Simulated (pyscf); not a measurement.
F–GeH₂• + hydrogen (H₂) -> F–GeH₃ + H atom (H•), a hydrogen abstraction (doublet surface; H–H broken, Ge–H formed). PySCF, gas phase, ωB97X-D3(BJ)/def2-SVP geometries. Energies in kcal/mol from the separated reactants.

Small-basis levels: PySCF, no dispersion term, spherical d functions. Open shells are spin-unrestricted. 

### Question
In single points B3LYP/6-31G*+LANL2DZ puts the saddle at 22.3 kcal/mol and the reaction energy at +22.4 kcal/mol. Should these be trusted to within a few kcal/mol? Compare with ωB97M-D3(BJ)/def2-TZVP.

### Answer
ωB97M-D3(BJ)/def2-TZVP gives ΔE‡ = 23.0 kcal/mol and ΔE = +19.5 kcal/mol. B3LYP/6-31G*+LANL2DZ lies 0.6 kcal/mol under it in the barrier and 2.9 kcal/mol over it in the reaction energy, so on this step it holds to within 3.0 kcal/mol. At B3LYP/6-31G*+LANL2DZ this geometry lies under one side, so its ΔE‡ may be no barrier of that level. ωB97M-D3(BJ)/def2-TZVP has limits of its own. One saddle was located; it need not be the lowest between these sides. The angle at the transferred H is 178°. In the def2 sets elements up to Kr have no core potential.
